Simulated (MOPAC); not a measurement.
MOPAC input (PM7):

```
PM7 FORCE THERMO(298,298) PRECISE LET CHARGE=1 GEO-OK AUX(PRECISION=9) THREADS=1
C5H6N

N    -0.00162502 1    0.00004083 1    1.34398153 1
C     0.00172844 1   -0.00004804 1   -1.42951991 1
C     0.00243247 1    1.18836624 1    0.66951110 1
C    -0.00405148 1   -1.18830957 1    0.66957373 1
C    -0.00241253 1   -1.20432554 1   -0.72202095 1
C     0.00415860 1    1.20428672 1   -0.72210549 1
H     0.00305938 1   -0.00007443 1   -2.53029416 1
H     0.00424775 1    2.11846428 1    1.26672868 1
H    -0.00731106 1   -2.11838151 1    1.26682610 1
H    -0.00439168 1   -2.16642667 1   -1.25591641 1
H     0.00742893 1    2.16638119 1   -1.25601394 1
H    -0.00287057 1    0.00006955 1    2.37414517 1
```

Which zero-point energy does it print?

59.51 kcal/mol, from the harmonic wavenumbers of PM7.
